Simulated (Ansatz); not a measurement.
Run this with Ansatz 0.2.0, Python API and show what comes out.

The script, `x2c_fsi.py`:
```python
"""FSi(-) with and without the spin-free two-component Hamiltonian."""

import ansatz as az
import numpy as np

GEOMETRY = """
Si    0.00000    0.00000    0.00000
F     0.00000    0.00000    1.83000
"""

system = az.Crystal.molecule()
for line in GEOMETRY.strip().splitlines():
    symbol, *xyz = line.split()
    system = system.atom(symbol, [float(v) for v in xyz])

job = (
    system.calculation()
    .functional("pbe0")
    .charge(-1)
    .spin("collinear", total=2)
    .forces()
)
# a set contracted for a scalar-relativistic Hamiltonian goes with the relativistic run
sets = {"none": "cc-pVTZ", "scalar": "cc-pVTZ-DK"}
found = {kind: job.basis(gaussian=basis).pseudopotentials(relativity=kind).run(threads=1).report for kind, basis in sets.items()}
for kind, each in found.items():
    dipole = 4.803205 * np.linalg.norm(each["charge_distribution"]["dipole_moment_e_ang"])
    print(f"{kind:7s} E = {each['free_energy_ev']:.4f} eV  dipole {dipole:.3f} D  largest force component {np.abs(each['forces_ev_ang']).max():.4f} eV/A")
print(f"relativity lowers the total energy by {found['none']['free_energy_ev'] - found['scalar']['free_energy_ev']:.3f} eV")
```

```console
$ python x2c_fsi.py
none    E = -10589.5592 eV  dipole 1.273 D  largest force component 1.5368 eV/A
scalar  E = -10608.4888 eV  dipole 1.260 D  largest force component 1.5236 eV/A
relativity lowers the total energy by 18.930 eV
```

What to keep in mind:
- Total energies depend on the basis set; only differences at equal settings carry meaning.
- The geometry is a force-field or estimated start, not a minimum of this method. The basis set changes with the Hamiltonian (a set recontracted for scalar relativity), and most of the change in the total lies in the cores.
- The run takes the species as open-shell (spin multiplicity 3), which needn't be its ground state.
- An ion's dipole depends on the origin; the program takes it about the centre of nuclear charge.
- The spin state was assumed, and another may lie lower.
- Anions want diffuse functions, which this basis lacks.
- Timing: 2.7 s on 1 thread of Arm Neoverse V1, on a shared host, peak memory 0.16 GiB.
